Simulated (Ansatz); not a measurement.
`[NH2][Mg][NH2]` + H–F → `[NH2][Mg][F]` + NH₃ at 500 K and 1 bar (ligand exchange at a Mg–N bond).

Computed with Ansatz on PBE0-D4/def2-TZVP structures; ΔE is electronic, products minus reactants. CBS: MP2 limit from def2 TZ/QZ plus the TZ coupled-cluster correction, frozen cores. This one scheme is used for every species. For Mg outer-core shells are correlated without core-valence functions, which leaves a few kJ/mol of doubt a bond. One conformer a species, not always the lowest.

| species | CCSD(T)/CBS energy (Eh) | H − E (kJ/mol) | S (J/(mol·K)) |
| --- | --- | --- | --- |
| `[NH2][Mg][NH2]` | -311.75078 | 164.7 | 344.1 |
| H–F | -100.39570 | 39.4 | 188.7 |
| `[NH2][Mg][F]` | -355.68386 | 98.4 | 315.8 |
| NH₃ | -56.50880 | 108.2 | 211.8 |

H − E and S are ideal-gas, rigid-rotor, harmonic terms from PBE0-D4/def2-TZVP, for one conformer and one mirror image of each species. 1 Eh = 2625.50 kJ/mol, R = 8.31446 J/(mol·K).

Question: By hand: ΔE, ΔH, ΔS and ΔG.

Answer: ΔE = (-355.68386) + (-56.50880) − (-311.75078) − (-100.39570) = -0.04618 Eh = -121.2 kJ/mol. Δ(H − E) = 98.4 + 108.2 − 164.7 − 39.4 = 2.5, so ΔH = -118.7 kJ/mol. ΔS = 315.8 + 211.8 − 344.1 − 188.7 = -5.2 J/(mol·K). ΔG = -118.7 − 500 × (-5.2)/1000 = -116.1 kJ/mol.

Question: By hand: the equilibrium constant, and the temperature at which ΔG would vanish if ΔH and ΔS stayed fixed.

Answer: log₁₀ K = −ΔG/(RT ln 10) = 12.1. ΔG = 0 at ΔH/ΔS = 22827 K, far beyond where these terms or the molecules hold.

The number of gas molecules stays the same, so ΔS is small and ΔH decides. A doubt of 5 kJ/mol in ΔE shifts log₁₀ K by 0.5 here. Other conformers and mirror images would add mixing entropy, several J/(mol·K) or more a flexible species. These are equilibria of isolated gas molecules and say nothing of rates. Largest T1 diagnostic: 0.011 (customary marks: 0.02 for closed shells, 0.045 for open ones).
